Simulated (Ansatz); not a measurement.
A nudged elastic band was laid between two geometries of BFH2 + H2 (6 atoms, charge 0, multiplicity 1).

These are results of RKS B3LYP-D4/def2-SVP (Ansatz 0.2.0), not measurements.

| Property | Result |
| --- | --- |
| movable images | 7 |
| climbing image | yes |
| spring | 5.0 eV/Å² |
| optimiser | lbfgs |
| start path | through a guess of the saddle point |
| force threshold | 0.05 eV/Å |
| iteration limit | 60 |
| end points | relaxed |
| largest step | 0.5 Å |

Initial state:

```xyz
6
Properties=species:S:1:pos:R:3
B -0.010 0.459 0.024
F -0.021 0.950 1.249
H 1.062 0.290 -0.506
H -1.071 0.222 -0.499
H 0.078 -2.372 0.647
H 0.074 -2.075 1.347
```

Final state:

```xyz
6
Properties=species:S:1:pos:R:3
B 0.014 -0.353 -0.249
F 0.012 -0.051 1.697
H 1.038 0.223 -0.516
H -1.045 0.160 -0.508
H 0.051 -1.558 -0.111
H 0.041 -0.948 1.951
```

(1) Which bonds break or form, and what moves?

(2) Give the energies along the band, and the barrier.

(3) What is the geometry of the highest image?

The band took 23 iterations and about 2.2 core-minutes.

Results:

(1) Bonds broken: B1–F2, H5–H6. Bonds formed: B1–H5, F2–H6. BFH2 + H2 becomes BH3 + FH.

(2) The forces met the threshold. The highest image is number 5 of 0 to 8, 165.0 kJ/mol above the first end and 38.0 kJ/mol above the last; the last end lies 127.0 kJ/mol above the first. Another band between the same ends (7 images) ends at a top of the same energy, where a vibrational analysis finds 1 clearly imaginary mode. The orbitals stay closed-shell, which can raise the energy where a bond breaks towards radicals; this wasn't checked here.

```json
{"image": "0", "path coordinate (Å)": "0.00", "energy (kJ/mol)": "0.0", "B1–F2 (Å)": "1.32", "H5–H6 (Å)": "0.76", "B1–H5 (Å)": "2.90"}
{"image": "1", "path coordinate (Å)": "0.41", "energy (kJ/mol)": "1.5", "B1–F2 (Å)": "1.32", "H5–H6 (Å)": "0.76", "B1–H5 (Å)": "2.56"}
{"image": "2", "path coordinate (Å)": "0.82", "energy (kJ/mol)": "8.0", "B1–F2 (Å)": "1.33", "H5–H6 (Å)": "0.76", "B1–H5 (Å)": "2.19"}
{"image": "3", "path coordinate (Å)": "1.23", "energy (kJ/mol)": "31.2", "B1–F2 (Å)": "1.35", "H5–H6 (Å)": "0.76", "B1–H5 (Å)": "1.83"}
{"image": "4", "path coordinate (Å)": "1.63", "energy (kJ/mol)": "96.8", "B1–F2 (Å)": "1.44", "H5–H6 (Å)": "0.82", "B1–H5 (Å)": "1.51"}
{"image": "5", "path coordinate (Å)": "2.03", "energy (kJ/mol)": "165.0", "B1–F2 (Å)": "1.64", "H5–H6 (Å)": "1.07", "B1–H5 (Å)": "1.32"}
{"image": "6", "path coordinate (Å)": "2.34", "energy (kJ/mol)": "143.3", "B1–F2 (Å)": "1.83", "H5–H6 (Å)": "1.39", "B1–H5 (Å)": "1.25"}
{"image": "7", "path coordinate (Å)": "2.64", "energy (kJ/mol)": "130.1", "B1–F2 (Å)": "1.94", "H5–H6 (Å)": "1.75", "B1–H5 (Å)": "1.22"}
{"image": "8", "path coordinate (Å)": "2.95", "energy (kJ/mol)": "127.0", "B1–F2 (Å)": "1.97", "H5–H6 (Å)": "2.15", "B1–H5 (Å)": "1.21"}
```

(3) 
```xyz
6
Properties=species:S:1:pos:R:3:forces:R:3
B 0.013 -0.231 0.016 0.00 0.01 0.01
F 0.010 0.073 1.625 0.00 0.00 0.00
H 1.061 0.104 -0.462 -0.01 0.00 0.00
H -1.054 0.052 -0.455 0.01 0.00 0.00
H 0.046 -1.520 0.299 0.00 0.00 -0.01
H 0.036 -1.005 1.242 0.00 0.00 0.00
```

Run time: 2.2 min on 1 thread of Arm Neoverse V1, on a shared host, peak memory 0.092 GiB.
